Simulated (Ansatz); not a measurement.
# BSi2: the cost of one run

The runs use Ansatz 0.2.0, Gaussian basis; def2-QZVPP, all electrons in the functionals, frozen cores in the correlation of double hybrids and RPA.

The runs, in order: wB97M-V, B2PLYP, at charge 0, quartet; charge 0, doublet; charge 0, sextet; charge 1, triplet; charge 1, quintet.

### 1 The geometry

The geometry is a PBE0/def2-TZVP stationary point (not a proven minimum).

3 atoms, charge 0, spin multiplicity 4.

Atoms are counted from 1 here; the program's logs count them from 0.

Bond lengths: Si1–B2 1.955 Å, B2–Si3 1.955 Å. Angles: Si1–B2–Si3 180.0°.

No dispersion term is added; wB97M-V holds VV10 nonlocal correlation.

The geometry shown and the zero of energy belong to the point charge 0, quartet. The yardstick, UCCSD(T), and other wave-function levels (R restricted, U unrestricted, valence and pair active spaces) come from earlier runs.

### 2 wB97M-V, charge 0, quartet

in.yaml

```yaml
crystal:
  periodic: [false, false, false]
  atoms:
    - {symbol: Si, position_ang: [0.000000, 0.000000, 1.954501]}
    - {symbol: B, position_ang: [0.000000, 0.000000, 0.000000]}
    - {symbol: Si, position_ang: [0.000000, 0.000000, -1.954501]}
basis:
  gaussian: {orbitals: "def2-QZVPP.json"}
magnetization: {spin_polarized: true, initial_magnetization: 3}
hamiltonian: {xc: {name: wB97M-V}}
output: {orbitals: {seedname: orbitals}}
```

Launch:

```console
$ ansatz run in.yaml --threads 1 --pin off --events-out ev --progress --plain --max-ram 2393MiB
```

**Question.** How long does this run take on 1 thread of Arm Neoverse V2, shared host, and how much memory does it need?

About 90 s, with a peak of 0.77 GiB.
